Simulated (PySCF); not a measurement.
Si(Cl)4 cation (Cl4Si), SMILES Cl[Si](Cl)(Cl)Cl (connectivity only; charge and spin as stated), charge +1, multiplicity 2. Atoms are numbered in the order given.

```xyz
5

Cl     1.2110    -1.2110     1.1279
Si     0.0000     0.0000     0.0000
Cl     1.2110     1.2110    -1.1279
Cl    -1.2110    -1.2110    -1.1279
Cl    -1.2110     1.2110     1.1279
```
Charge +1, spin multiplicity 2.

Coordinates come from a PBE-D3(BJ)/def2-SVP optimisation. The spin state was assumed, not searched. The isomer is the one that the SMILES or the coordinates give; other isomers of the formula were not compared.

The numbers are results of SMD-ωB97X/6-31G* (PySCF), not measurements.

Solvation free energies are E(SMD) − E(gas) at the gas-phase geometry, for 1 M in both phases.

Rank water, 1-octanol, benzene by solvation free energy, most negative first.

1-octanol (-47.6 kcal/mol), water (-47.3 kcal/mol), benzene (-31.5 kcal/mol)
